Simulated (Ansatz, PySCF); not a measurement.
Process, species as SMILES: SCC [ethanethiol] → [CH2]C (C2H5) + [SH] (HS) (the C-S bond breaks)

Wanted: bond dissociation energy (enthalpy at 298 K), in kcal/mol. Set-up: 6-311+G** with 5d, 6d on Na to Ar in Ansatz (a quantum-chemistry and plane-wave program); frozen cores in correlated levels; open shells spin-unrestricted; six Cartesian d functions in 6-31G* and its kin unless marked 5d; dispersion terms only where a functional's name holds one; non-relativistic; no spin-orbit coupling. CBS(X,Y): correlation extrapolated as X^-3; Hartree-Fock from the larger set. The bracket is a focal-point correction in the basis named. Ab initio and DFT rows: single points at B3LYP-D3(BJ) geometries (Ansatz), with unscaled harmonic terms from B3LYP/6-31G* at its own minima.

Measured values: G2/97 table in ASE (Curtiss et al.); they hold spin-orbit and core effects, anharmonicity and other conformers. 

Value to compare with, the measured value: 74.2 kcal/mol.

| level | program | bond dissociation energy (enthalpy at 298 K) (kcal/mol) | error |
|---|---|---|---|
| HF/6-311+G** | Ansatz | 40.6 | -33.6 |
| PBE/STO-3G | Ansatz | 96.0 | 21.8 |
| PBE/3-21G | Ansatz | 71.0 | -3.2 |
| PBE/def2-SVP | Ansatz | 73.0 | -1.2 |
| B3LYP/STO-3G | Ansatz | 89.1 | 14.9 |
| B3LYP/6-31G* | Ansatz | 67.7 | -6.5 |
| B3LYP/def2-SVP | Ansatz | 66.7 | -7.5 |
| B3LYP/6-311+G** | Ansatz | 65.1 | -9.1 |
| PBE0/6-31G* | Ansatz | 72.1 | -2.1 |
| M06-2X/6-311+G** | PySCF | 72.2 | -2.0 |
| B3LYP-D3(BJ)/def2-TZVPD | Ansatz + dftd3 | 69.3 | -4.9 |
| wB97M-V/def2-TZVPD | Ansatz | 74.2 | 0.0 |
| B2PLYP-D3(BJ)/def2-TZVPD | Ansatz + dftd3 | 70.9 | -3.3 |
| RI-MP2/CBS(aug-cc-pV(T+d)Z,aug-cc-pV(Q+d)Z)+[CCSD(T)-MP2]/aug-cc-pV(T+d)Z | Ansatz | 74.4 | 0.2 |

Among the 10 habitual levels, HF/6-311+G** lies farthest from the measured value (-33.6 kcal/mol) and PBE/def2-SVP nearest (-1.2); 2 of 10 lie above it, and their mean absolute error is 10.2 kcal/mol, the median 7.0. One case shows no general order.

The levels are drawn from those run, B3LYP/6-31G* more often than the rest, none by its result; runs whose electronic state is in doubt are left out.
